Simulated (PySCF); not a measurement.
Coordinates in bohr (charge 0 multiplicity 2):
```
Si   -0.1450    0.0000   -0.7330
O    -2.7343    0.0000    0.5088
F     2.5154    0.0000    0.6497
```

These are results of UPBE0/[Si def2-TZVP, O def2-TZVP, F def2-TZVP], no relativity, density fitting, PySCF, not measurements.

This geometry of SiOF is a stationary point at this level.

**Question.** What is the point group?

**Answer.** Cs.

**Question.** Is it a minimum?

**Answer.** Yes: all harmonic wavenumbers are real.

**Question.** Give the atomic charges and bond orders.

**Answer.** 
| atom | Mulliken | Löwdin | polar tensor | spin (Mulliken) | Mayer order to Si1 |
| --- | --- | --- | --- | --- | --- |
| Si1 | 0.66 | 0.15 | 0.93 | 0.73 | – |
| O2 | -0.41 | -0.17 | -0.46 | 0.23 | 2.19 |
| F3 | -0.25 | 0.03 | -0.47 | 0.05 | 1.15 |

**Question.** Give the ideal-gas entropy at 298.15 K and 1 bar by parts.

**Answer.** translation 160.5, rotation 92.3, vibration 6.7, spin 5.8; total 265.3 J/(mol K).

**Question.** What is the atomisation energy, with and without zero-point energy?

**Answer.** 1124 kJ/mol without, 1110 kJ/mol with.

This need not be the most stable arrangement of these atoms.
